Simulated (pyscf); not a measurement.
Single points on ωB97X-D3(BJ)/def2-SVP structures (PySCF, gas phase).

### Question
HO–SiH: (SMILES O[SiH]) [singlet] + HO–SiH₃ (SMILES O[SiH3]) -> HO–SiH₂–O–SiH: (SMILES O[SiH2]O[SiH]) [singlet] + H₂ (SMILES [H][H])
Surface: singlet. Broken: H–O, H–Si. Formed: O–Si, H–H. Give ΔE‡ and ΔE from ωB97M-D3(BJ)/def2-TZVP, relative to the separated reactants.

### Answer
ΔE‡ = 133.1 kJ/mol, ΔE = -100.1 kJ/mol. Zero-point energy shifts the barrier by -2.8 kJ/mol. It is a four-centre exchange, with an imaginary mode of 1167i cm⁻¹. The same reactants have a lower exit, to HO–SiH(OH)–SiH₃ (barrier -3.0 kJ/mol at ωB97M-D3(BJ)/def2-TZVP, against +133.1 kJ/mol here). This is the saddle that the search found; another between the same sides may lie lower.
